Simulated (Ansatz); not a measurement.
System: tetragonal perovskite BaTiO3. Method: r²SCAN (Ansatz, a first-principles code, PAW).

Numerical settings: plane-wave cutoff 560 eV, 8×8×8 k mesh, Fermi–Dirac smearing 0.01 eV, no spin polarisation, scalar-relativistic PAW data made under PBE.

Shape and atoms are relaxed at each volume.

Pressure at four volumes; x = ln(V/12.979 Å³). One pressure is withheld.

```csv
V (Å³/atom),x,P (GPa)
12.460,-0.0408,?
12.719,-0.0202,2.53
12.979,0.0000,0.00
13.498,0.0392,-3.65
```

Task: Pass a parabola P(x) through the three rows shown, estimate the bulk modulus and its pressure derivative near zero pressure, and predict the withheld pressure.

Result: Slopes between the rows: (0.00 − (2.53))/(0.0000 − (-0.0202)) = -125.25 and (-3.65 − (0.00))/(0.0392 − (0.0000)) = -93.11 GPa. Their difference over the span 0.0594 is c = 32.14/0.0594 = 541.1 GPa, so P(x) = 2.53 + (-125.25)(x − (-0.0202)) + 541.1 (x − (-0.0202))(x − (0.0000)). At the middle row B = −dP/dx = −[-125.25 + 541.1 × 0.0202] = 114.3 GPa, and B′ = dB/dP = 2c/B = 9.5. At x = -0.0408 the parabola gives 5.56 GPa; the run gives 5.60 GPa. The Birch–Murnaghan fit to the energies at all volumes has B0 = 113 GPa and B′ = 9.7.

Spin–orbit coupling is not included.
